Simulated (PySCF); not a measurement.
Molecule: 3-thiophenethiol, C4H4S2.

Geometry (Å), atoms numbered from 1 in this order:
```xyz
10

S     2.3181   -0.2113   -0.5909
C     0.6155    0.1289   -0.2821
C    -0.2279   -0.6783    0.5241
C    -1.4888   -0.1869    0.5931
S    -1.6768    1.2600   -0.3152
C    -0.0290    1.2085   -0.8019
H     2.3522   -1.3235    0.1402
H     0.0999   -1.5738    1.0214
H    -2.3259   -0.5900    1.1269
H     0.3715    1.9710   -1.4381
```

Frames of a GFN2-xTB Langevin trajectory at 400 K; GIAO PBE0/pcSseg-1 shieldings in PySCF 2.14, gas phase, non-relativistic; equivalent atoms averaged within each frame.

δ = σ(ref) − σ, references computed at the same level: ³³S (σref 503.73) vs CS2; ¹³C (σref 186.93), ¹H (σref 31.72) against TMS. The references are static minima.

How do the shifts (ppm) fluctuate along the trajectory?

Answers


```tsv
time (fs)	S5	S1	C2	C4	C3	C6	H8	H10	H9	H7
optimised geometry	237	-30	134.1	134.9	132.6	122.9	6.77	6.61	7.11	3.85
250	209	-67	136.6	130.5	129.8	124.7	7.41	7.08	6.77	3.53
425	214	-64	130.2	131.4	139.6	124.4	6.95	6.60	7.54	4.25
625	226	-75	127.9	126.7	139.3	138.6	7.48	6.78	6.95	4.02
800	236	-45	143.1	146.3	137.8	134.8	7.06	6.82	8.14	4.45
1000	290	-36	135.1	136.2	146.5	130.1	6.90	7.58	7.04	3.62
mean of frames	235	-58	134.6	134.2	138.6	130.5	7.16	6.97	7.29	3.97
standard deviation	32	16	6.0	7.5	6.0	6.2	0.27	0.38	0.56	0.40
```

5 frames give an uncertainty of the mean of about the standard deviation over 2.2 at best, since frames this close in time may not be independent; classical motion lacks zero-point vibration, and the reference would need the same averaging.
